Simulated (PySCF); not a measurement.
Basis set benchmark on one molecule

Molecule: Acetyl fluoride (CC(=O)F, C2H3FO).

Geometry (Å), atoms numbered from 1 in this order:
```xyz
7

C    -0.6379   -0.1346    0.0718
C     0.8318    0.0468   -0.1046
O     1.6796   -0.7763   -0.1339
F     1.1396    1.3497   -0.2265
H    -0.9508    0.3425    1.0127
H    -0.8842   -1.2015    0.0932
H    -1.1770    0.3707   -0.7423
```

Geometry PBE0-D3(BJ)/def2-SVP throughout; GIAO in PySCF 2.14.0 with density-fitted response routines, gas phase, one conformer, non-relativistic; equivalent atoms averaged; functional PBE0.

Reference values (measured; solution; E. Pretsch, P. Bühlmann, M. Badertscher, Structure Determination of Organic Compounds, 4th ed., Springer 2009): δ(F4) = 49.0 ppm vs CFCl3. Computed shifts are taken against CFCl3, calculated as an isolated molecule at each level.

How do the basis sets STO-3G, 6-31G, 6-31G*, def2-SVP, 6-311+G(2d,p), def2-TZVP perform against the reference? Times are CPU seconds on 1 thread of an x86-64 server CPU, shared host.

## Answers


```
    basis set  functions     F4  abs. error F  core-s
       STO-3G         23  102.3          53.3     1.8
        6-31G         42   49.0           0.0       4
       6-31G*         62   46.6           2.4     4.7
     def2-SVP         71   58.1           9.1     5.2
6-311+G(2d,p)        126   43.8           5.2     8.8
    def2-TZVP        142   49.9           0.9      12
```

For ¹⁹F the closest is 6-31G (0.0 ppm) and the furthest STO-3G (53.3 ppm). Where a smaller basis beats a larger one, errors probably cancel. One molecule is a small sample, and vibrational and solvent effects are absent from the calculation.

A small basis that lands close on one nucleus may do so by chance; judge by the trend and by all nuclei.
